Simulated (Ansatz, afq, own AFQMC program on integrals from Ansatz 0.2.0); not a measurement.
**NH₃⁺, doublet in cc-pVDZ, levels against CCSDT(Q)**

```xyz
4

N     0.0000    0.0000    0.0000
H     1.0240    0.0138   -0.0001
H    -0.5239    0.8799   -0.0028
H    -0.5001   -0.8937    0.0028
```

Basis cc-pVDZ. Only valence electrons are correlated. Ansatz 0.2.0 and our own AFQMC program on the same integrals; the CISD trial comes from CCSD amplitudes, and released means the phaseless constraint is let go. Free projection: walkers drawn from exp(T), propagated without any constraint. Its projection time is finite, and what remains of the start isn't in its error. Error bars are statistical, one sigma.

Determinant: UHF, the one that the program's search chose, which needn't be the lowest solution. The geometry is a PBE0/def2-TZVP stationary point of this or a neighbouring charge and spin state.

No full CI on the walks' own integrals is used here; CCSDT(Q) serves as the reference and is uncertain by about the last step of the cluster series.

```
T1 diagnostic                               : 0.0066
weight of the determinant in the CISD state : 0.948
⟨S²⟩ of the determinant                     : 0.761
size of the correlated space                : 7 electrons in 28 orbitals
```

```tsv
level	correlation energy (eV)
MP2	-3.8558
CCSD	-4.4217
CCSD(T)	-4.4879
```

(1) Estimate where phaseless AFQMC with the Hartree–Fock trial lies against CCSD(T) on the same integrals.

(1) 109.3 ± 35.5 meV below CCSD(T).

Reference: CCSDT(Q), correlation energy -4.501 eV. The released energy is read at 2.40 1/Eh (meV from the phaseless value at times in 1/Eh: 2 ± 6 at 0.24, 3 ± 4 at 0.51, 3 ± 5 at 0.99, 5 ± 5 at 1.62, 11 ± 5 at 2.40).

```tsv
level	E − E(reference) (meV)	share of correlation (%)
CCSD(T)	13.1	99.71
CCSDT	4.5	99.90
ph-AFQMC/HF	-96.1 ± 35.5	102.14
ph-AFQMC/CISD	-1.4 ± 5.7	100.03
released AFQMC	9.9 ± 4.6	99.78
free AFQMC	8.1 ± 8.1	99.82
```

Free projections are given only where their last times agree within the noise and don't stop above the reference; a slow remainder of the start can still hide under it. A walk keeps the symmetry of its determinant, which the program's search chose and which needn't be the lowest solution, so a lower state of the same spin and another symmetry isn't excluded. Released energies are given only where the last usable release times agree within the noise; a slower fall can still hide under it.
